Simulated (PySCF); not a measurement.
**ClF⁻ at UHF-CCSD(T)**

Level: UHF-CCSD(T). Cl def2-TZVPPD, F def2-TZVPPD; no relativity (PySCF 2.14).

```json
{"state": "²Σ⁺ (doublet), unpaired electrons σ ↑", "bond length": "217.5 pm", "harmonic wavenumber": "365 cm⁻¹", "force constant": "0.967 mdyn/Å", "rotational constant Be": "0.2894 cm⁻¹", "anharmonicity ωexe": "3.39 cm⁻¹", "vibration–rotation constant αe": "0.00318 cm⁻¹", "well depth De to Cl⁻ + F": "1.21 eV", "dissociation energy D0": "1.19 eV"}
```

Correlated steps freeze 6 core orbitals. For an ion De counts to the pair picked by the measured ionisation energies or electron affinities, which need not be the lowest pair at this level. The CCSD T1 diagnostic is raised, a sign that a single reference may not be enough here. The state is the lowest determinant that a PBE0 search found; another state may lie lower at other levels.
